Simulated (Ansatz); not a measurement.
Molecule (SMILES): [C]#N (C-N), doublet.
Atoms: C1, N2. Bonds: C1-N2.

How fast the highest harmonic wavenumber converges with the basis for several methods (Ansatz, a program for electronic structure): deviation from each method's own reference, in cm⁻¹. References: B3LYP 2154 cm⁻¹, the value in aug-pcseg-3; HF 2031 cm⁻¹, the value in aug-pcseg-3; MP2 2917 cm⁻¹, the value in aug-cc-pVQZ; PBE 2091 cm⁻¹, the value in aug-pcseg-3. All functions are spherical. In correlated methods cores are frozen. The T1 diagnostic of CCSD is high for at least one species. An unrestricted Hartree-Fock determinant is markedly spin-contaminated. Open shells are unrestricted. No added dispersion term, no relativity. Each level at its own minimum, unscaled; the references are large sets that could be run, not limits.

```csv
basis,functions,B3LYP,HF,MP2,PBE
cc-pVDZ,28,-7,-43,…,-2
6-311+G**,44,-7,-40,…,-3
aug-cc-pVDZ,46,-17,-50,…,-11
cc-pVTZ,60,-1,-16,…,1
pcseg-2,60,-1,-4,…,-1
def2-TZVPP,62,1,-8,…,2
def2-TZVPPD,74,1,-8,…,2
"6-311++G(3df,3pd)",78,-3,-7,…,0
aug-cc-pVTZ,92,-3,-14,…,-2
cc-pVQZ,110,0,-6,…,1
def2-QZVPP,114,-1,-6,…,0
aug-cc-pVQZ,160,-1,-7,…,0
```

Q: Fill in the missing entries.

A: 
- cc-pVDZ, MP2: -75
- 6-311+G**, MP2: -67
- aug-cc-pVDZ, MP2: -80
- cc-pVTZ, MP2: -23
- pcseg-2, MP2: -33
- def2-TZVPP, MP2: -21
- def2-TZVPPD, MP2: -21
- 6-311++G(3df,3pd), MP2: -28
- aug-cc-pVTZ, MP2: -22
- cc-pVQZ, MP2: -1
- def2-QZVPP, MP2: -4
- aug-cc-pVQZ, MP2: 0

Mean absolute deviation over 6-311+G**, cc-pVTZ, pcseg-2, def2-TZVPP, def2-TZVPPD, 6-311++G(3df,3pd), aug-cc-pVTZ: PBE 1, B3LYP 2, HF 14, MP2 31 cm⁻¹.
